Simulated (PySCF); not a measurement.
Gas-phase reaction: 2 AlCl₂ + 4 HCl → 2 AlH₂Cl + 3 Cl₂

Method: PySCF energies (xtb for GFN2) plus ideal-gas RRHO corrections (1 bar). † marks an energy on the PBE0/def2-TZVP geometry and frequencies; other levels use their own. MP2 freezes the core. Open shells (unrestricted): AlCl₂ (multiplicity 2); the rest are closed-shell singlets. GFN2 has no spin-polarisation term. B3LYP is the form with VWN-RPA correlation. AlH₂Cl: computed as isolated molecules; such fragments, hydroxides, amides, oligomers or adducts are transient or little studied in the gas. MP2 isn't extrapolated to the basis-set limit.

GFN2-xTB gives ΔH°(298 K) = 162 kJ.

### Question
What do MP2/def2-SVP†, B3LYP/def2-TZVP†, r2SCAN/def2-TZVP† give?

### Answer
MP2/def2-SVP†: 682 kJ; B3LYP/def2-TZVP†: 561 kJ; r2SCAN/def2-TZVP†: 610 kJ. For scale, ΔH°(298 K) is 162 kJ at this level, 553 kJ at ωB97M-V/def2-TZVP†, and runs from 162 to 691 kJ over the 20 levels computed († marks an energy on the PBE0/def2-TZVP geometry).
